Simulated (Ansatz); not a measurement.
Worked example: correlation energy of H3Ge–CH, singlet

Geometry: displaced at random from a stationary point.

```xyz
6

Ge    0.0017    0.0165    0.2780
C     0.0009   -0.1626   -1.6893
H     0.0488    1.4514    0.8930
H     1.1936   -0.7862    0.7044
H    -1.3439   -0.7700    0.6529
H    -0.0326    0.8549   -2.1577
```

Basis cc-pVDZ; Ansatz 0.2.0. Correlated methods freeze the noble-gas cores and the filled d shells of p-block atoms, which leaves 12 electrons in 46 orbitals. Prefix R: restricted or restricted open-shell reference. No spin–orbit coupling is included, and no scalar relativity.

Full CI isn't at hand for all of this; RCCSDT(Q) serves as the reference, and is uncertain by about the last step of the cluster series.

Runs differ by some tens of microhartree through their thresholds, so steps under 0.03 kcal/mol mean nothing.

```csv
level,total energy (hartree)
RHF,-2115.368612
RMP2,-2115.573577
RCCSD,-2115.621197
RCCSD(T),-2115.627953
RCCSDT,-2115.629406
RCCSDT(Q),-2115.629826
```

**Question.** What is the correlation energy at RCCSDT(Q), and what share of it do RMP2 and RCCSD(T) recover?

**Answer.** E(corr) = -2115.629826 − (-2115.368612) = -0.261214 hartree = -7.108 eV. RMP2: -0.204965 / -0.261214 = 78.47 %. RCCSD(T): -0.259341 / -0.261214 = 99.28 %.

**Question.** By how many kcal/mol does RCCSD(T) miss RCCSDT(Q) (1 hartree = 627.509 kcal/mol), and which steps make up the rest?

**Answer.** -2115.627953 − (-2115.629826) = 0.001873 hartree = 1.18 kcal/mol. Steps: RCCSDT − RCCSD(T) = -0.91, RCCSDT(Q) − RCCSDT = -0.26 kcal/mol. Differences between like states or geometries often cancel part of this.
